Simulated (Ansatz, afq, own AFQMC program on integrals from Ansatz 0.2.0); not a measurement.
**ZrCl, quartet → ZrCl⁺, triplet**

```xyz
2

Zr    0.0000    0.0000    0.0000
Cl    0.0000    0.0000    2.3446
```

E(triplet, charge +1) − E(quartet, charge +0) at this geometry, on UHF and UHF determinants.

Basis def2-SVP with its core potentials. Only valence electrons are correlated. Ansatz 0.2.0 and our own AFQMC program on the same integrals; the CISD trial comes from CCSD amplitudes, and released means the phaseless constraint is let go. Uncertainties: one standard error, sampling alone. No spin–orbit coupling. The metal's outer-core s and p shells are frozen, which shifts wave-function levels against functionals. The errors of all members are added in quadrature.

No full CI on the walks' own integrals is used here; CCSDT(Q) serves as the reference and is uncertain by about the last step of the cluster series. Each member takes its own surest rung, up to full CI.

Errors are counted within def2-SVP, not against nature.

Cautions: no spin-orbit coupling; outer-core shells of the metal frozen; ZrCl (quartet): lower spins were not checked; ZrCl⁺ (triplet): lower spins were not checked, higher spins were not checked, the released energies have errors that jump between times, so the bars are unsure, so no released level is given (meV from the phaseless value at times in 1/Eh: -11.7 ± 1.6 at 0.60, 41 ± 55 at 1.20, -23 ± 4 at 2.00, -32 ± 17 at 3.00, -2510 ± 2412 at 4.20), though the last usable value meets CCSDT(Q) within the noise, its ph-AFQMC/CISD value lies 22 ± 3 meV above CCSDT(Q); this needn't be the first ionization.

```csv
level,vertical ionization energy (kcal/mol)
MP2,142.7
HF,142.2
```

**Question.** From these cheaper values, estimate the vertical ionization energy at the reference level in def2-SVP.

**Answer.** 142.4 kcal/mol (CCSDT(Q) in def2-SVP).

| level | vertical ionization energy (kcal/mol) | error against CCSDT(Q) (kcal/mol) |
| --- | --- | --- |
| CCSD | 144.0 | 1.6 |
| CCSD(T) | 142.7 | 0.3 |
| CCSDT | 142.6 | 0.2 |
| ph-AFQMC/CISD | 142.6 ± 0.08 | 0.2 ± 0.08 |

Correlation beyond CCSD(T) takes off 0.3 kcal/mol. The perturbative (T) step is worth −1.3 kcal/mol.

A walk keeps the symmetry of its determinant, which the program's search chose and which needn't be the lowest solution, so a lower state of the same spin and another symmetry isn't excluded.
